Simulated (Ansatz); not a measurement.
H2O2 (hydrogen peroxide): the energy, rung by rung

H2O2: 4 atoms, total charge 0, spin state singlet. As SMILES, `OO`. Geometry: optimised at PBE0/def2-SVP.

Quantity: the adiabatic ionisation energy (to the doublet cation, shapes relaxed at PBE0/def2-SVP, no zero-point term), in eV. The values are calculated.

```
             level                    kind  program  value (eV)  CPU time (all runs)
  SVWN5/def2-TZVPP                     LDA   Ansatz       10.31                1.1 s
    PBE/def2-TZVPP                     GGA   Ansatz       10.20                  2 s
 r2SCAN/def2-TZVPP                meta-GGA   Ansatz       10.25                3.9 s
  B3LYP/def2-TZVPP           global hybrid   Ansatz       10.47                2.1 s
wB97M-V/def2-TZVPP  range-separated hybrid   Ansatz       10.40                6.5 s
 B2PLYP/def2-TZVPP           double hybrid   Ansatz       10.40                3.2 s
RPA@PBE/def2-TZVPP                     RPA   Ansatz       10.61                2.9 s
    MP2/def2-TZVPP     perturbation theory   Ansatz       10.46                1.3 s
```

The values span 10.20 to 10.61 eV. In so small a basis fixed costs decide the times, and correlated methods can beat functionals. CPU times are rough (shared hosts, several kinds of processor and program).
